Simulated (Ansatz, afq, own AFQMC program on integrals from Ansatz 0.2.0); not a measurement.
**H3O, doublet in cc-pVTZ, levels against CCSDT(Q)**

```xyz
4

O    -0.1399   -0.0491    0.0000
H    -0.3893    0.8775    0.0000
H     0.8196   -0.0491    0.0000
H     1.7911   -0.0491    0.0000
```

Basis cc-pVTZ. Noble-gas cores (and the filled d shells of Ga–Kr and In–Xe) are frozen. Integrals, coupled cluster, full CI and functionals: Ansatz 0.2.0; the random walks run on the same integrals in our own AFQMC program. ph-AFQMC/CISD is guided by a CISD state made of CCSD amplitudes; releasing the constraint for a short imaginary time cuts its bias at the price of noise, slowly where states lie close. ± is one standard error of the sampling.

Determinant: UHF, the one that the program's search chose, which needn't be the lowest solution. The geometry is a point of a scan.

No full CI on the walks' own integrals is used here; CCSDT(Q) serves as the reference and is uncertain by about the last step of the cluster series.

The T1 diagnostic is 0.0117. The weight of the determinant in the CISD state is 0.932 and the ⟨S²⟩ of the determinant is 0.760. The size of the correlated space is 9 electrons in 71 orbitals.

```
  level  correlation energy (eV)
    MP2                  -7.3470
   CCSD                  -7.5621
CCSD(T)                  -7.7918
```

Estimate where phaseless AFQMC with the Hartree–Fock trial lies against CCSD(T) on the same integrals.

4.8 ± 2.2 kJ/mol below CCSD(T).

Reference: CCSDT(Q), correlation energy -7.807 eV. The released energy is read at 2.40 1/Eh (meV from the phaseless value at times in 1/Eh: -5 ± 3 at 0.24, -4 ± 4 at 0.51, -5 ± 3 at 0.99, -11 ± 3 at 1.62, -4 ± 5 at 2.40).

```tsv
level	E − E(reference) (kJ/mol)	share of correlation (%)
CCSD(T)	1.5	99.80
CCSDT	1.1	99.86
ph-AFQMC/HF	-3.3 ± 2.2	100.44
ph-AFQMC/CISD	0.4 ± 0.3	99.94
released AFQMC	0.0 ± 0.5	100.00
```

A walk keeps the symmetry of its determinant, which the program's search chose and which needn't be the lowest solution, so a lower state of the same spin and another symmetry isn't excluded. Released energies are given only where the last usable release times agree within the noise; a slower fall can still hide under it.
